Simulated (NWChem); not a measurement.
**How basis sets differ on C2H8Si (dimethylsilane)**

The species is C2H8Si (11 atoms), meant as a singlet with charge 0. SMILES: `C[SiH2]C`. The shape is that of a PBE0-D4/def2-TZVP optimisation.

Quantity: the vertical ionisation energy (to the doublet cation), in eV. The values are calculated.

| level | kind | program | value (eV) | CPU time (all runs) |
| --- | --- | --- | --- | --- |
| TPSSh/6-31G | hybrid meta-GGA | NWChem | 11.22 | 1.9 min |
| TPSSh/6-31G** (spherical functions) | hybrid meta-GGA | NWChem | 11.18 | 4.9 min |
| TPSSh/STO-3G | hybrid meta-GGA | NWChem | 9.83 | 43 s |
| TPSSh/3-21G | hybrid meta-GGA | NWChem | 10.95 | 80 s |
| TPSSh/6-311G** | hybrid meta-GGA | NWChem | 10.83 | 3.5 min |

The values span 9.83 to 11.22 eV. Times are those of the runs behind each value, whatever else they computed, on shared processors of several kinds: orders of magnitude only.
